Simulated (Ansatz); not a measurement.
Molecular dynamics of H4Si

input.yaml

```yaml
crystal:
  periodic: [false, false, false]
  atoms:
    - { symbol: Si, position_ang: [0.021796, 0.023804, 0.009864] }
    - { symbol: H, position_ang: [-0.023797, -0.070735, 1.512446] }
    - { symbol: H, position_ang: [1.422209, 0.001345, -0.521104] }
    - { symbol: H, position_ang: [-0.731568, 1.224887, -0.557185] }
    - { symbol: H, position_ang: [-0.72615, -1.222351, -0.459969] }
basis:
  gaussian: { orbitals: def2-SVP }
hamiltonian:
  xc: pbe0
md:
  timestep: 0.25
  n_steps: 150
  ensemble: nvt_langevin
  temperature: 700.0
  initial_velocities: maxwell_boltzmann
  seed: 664712
  friction: 0.05
```

Run as:

```bash
$ ansatz run input.yaml --threads 1 --pin off --max-ram 2048MiB --backend cpu --events-out ev --progress --plain --runs-dir out
```

It goes on from the last frame of an earlier run, with new velocities.

Output, in part (one step line in 6, the closing report, with atoms numbered from 0):

```
md step     0: t =     0.00 fs  T =   560.0 K  F+E_penalty+E_count = -7936.22384805 eV  E_kin = 0.361928 eV  (17 SCF iters)
md step     6: t =     1.50 fs  T =   434.8 K  F+E_penalty+E_count = -7936.21070899 eV  E_kin = 0.281017 eV  (18 SCF iters)
md step    12: t =     3.00 fs  T =   369.8 K  F+E_penalty+E_count = -7936.17939280 eV  E_kin = 0.239000 eV  (17 SCF iters)
md step    18: t =     4.50 fs  T =   380.9 K  F+E_penalty+E_count = -7936.16297707 eV  E_kin = 0.246206 eV  (18 SCF iters)
md step    24: t =     6.00 fs  T =   299.0 K  F+E_penalty+E_count = -7936.15514189 eV  E_kin = 0.193228 eV  (17 SCF iters)
md step    30: t =     7.50 fs  T =   460.9 K  F+E_penalty+E_count = -7936.14947007 eV  E_kin = 0.297912 eV  (18 SCF iters)
md step    36: t =     9.00 fs  T =   490.2 K  F+E_penalty+E_count = -7936.06089016 eV  E_kin = 0.316833 eV  (19 SCF iters)
md step    42: t =    10.50 fs  T =   455.9 K  F+E_penalty+E_count = -7935.91930019 eV  E_kin = 0.294621 eV  (15 SCF iters)
md step    48: t =    12.00 fs  T =   500.5 K  F+E_penalty+E_count = -7935.84593304 eV  E_kin = 0.323463 eV  (15 SCF iters)
md step    54: t =    13.50 fs  T =   609.6 K  F+E_penalty+E_count = -7935.85302974 eV  E_kin = 0.394002 eV  (15 SCF iters)
md step    60: t =    15.00 fs  T =   606.3 K  F+E_penalty+E_count = -7935.89209189 eV  E_kin = 0.391864 eV  (18 SCF iters)
md step    66: t =    16.50 fs  T =   640.2 K  F+E_penalty+E_count = -7935.94916270 eV  E_kin = 0.413738 eV  (18 SCF iters)
md step    72: t =    18.00 fs  T =   681.4 K  F+E_penalty+E_count = -7935.96445756 eV  E_kin = 0.440392 eV  (19 SCF iters)
md step    78: t =    19.50 fs  T =   736.2 K  F+E_penalty+E_count = -7935.97210959 eV  E_kin = 0.475776 eV  (19 SCF iters)
md step    84: t =    21.00 fs  T =   821.1 K  F+E_penalty+E_count = -7936.04108113 eV  E_kin = 0.530687 eV  (18 SCF iters)
md step    90: t =    22.50 fs  T =  1165.4 K  F+E_penalty+E_count = -7936.15425124 eV  E_kin = 0.753177 eV  (19 SCF iters)
md step    96: t =    24.00 fs  T =  1119.6 K  F+E_penalty+E_count = -7936.15972534 eV  E_kin = 0.723580 eV  (19 SCF iters)
md step   102: t =    25.50 fs  T =  1138.7 K  F+E_penalty+E_count = -7936.08790146 eV  E_kin = 0.735933 eV  (18 SCF iters)
md step   108: t =    27.00 fs  T =  1345.1 K  F+E_penalty+E_count = -7935.98938530 eV  E_kin = 0.869336 eV  (19 SCF iters)
md step   114: t =    28.50 fs  T =  1113.8 K  F+E_penalty+E_count = -7935.89260166 eV  E_kin = 0.719865 eV  (19 SCF iters)
md step   120: t =    30.00 fs  T =   966.3 K  F+E_penalty+E_count = -7935.84517408 eV  E_kin = 0.624523 eV  (18 SCF iters)
md step   126: t =    31.50 fs  T =   976.8 K  F+E_penalty+E_count = -7935.92120417 eV  E_kin = 0.631328 eV  (19 SCF iters)
md step   132: t =    33.00 fs  T =  1246.3 K  F+E_penalty+E_count = -7935.96298467 eV  E_kin = 0.805486 eV  (19 SCF iters)
md step   138: t =    34.50 fs  T =  1095.5 K  F+E_penalty+E_count = -7935.92154615 eV  E_kin = 0.708011 eV  (17 SCF iters)
md step   144: t =    36.00 fs  T =  1279.9 K  F+E_penalty+E_count = -7936.02521159 eV  E_kin = 0.827186 eV  (19 SCF iters)
md step   150: t =    37.50 fs  T =  1435.3 K  F+E_penalty+E_count = -7936.15012209 eV  E_kin = 0.927605 eV  (18 SCF iters)
Total energy: -7936.15014231 eV, -291.6481384140 hartree
Atom 0 at    -0.044140    -0.116487    -0.036883 Å, force     0.090612    -0.730286     0.022179 eV/Å
Atom 1 at     0.412357    -0.492444     1.347193 Å, force     0.417532     0.288958    -0.277954 eV/Å
Atom 2 at     0.787562     0.743825    -0.927046 Å, force     0.143401     0.312807     0.435102 eV/Å
Atom 3 at    -1.385674     0.433669     0.210962 Å, force    -0.405011     0.255249    -0.232041 eV/Å
Atom 4 at    -0.094888    -1.384056    -0.822738 Å, force    -0.246535    -0.126727     0.052714 eV/Å
Dipole moment:     0.021333     0.048902     0.007783 e Å
```

All steps were run. The mean temperature of the second half is 52 % above the set value. A run of 0.037 ps of so small a system gives no equilibrium averages.

The same pairs are bonded in the first frame and the last. Pairs count as bonded within 1.25 times the sum of covalent radii (0.12 Å more for H–H).

Last frame:

```xyz
5
Properties=species:S:1:pos:R:3
Si -0.044 -0.117 -0.037
H 0.412 -0.492 1.347
H 0.788 0.744 -0.927
H -1.386 0.434 0.211
H -0.095 -1.384 -0.823
```

The run took 39 s on 1 thread of Intel(R) Xeon(R) 6975P-C (Granite Rapids) (shared host), peak memory 0.095 GiB.
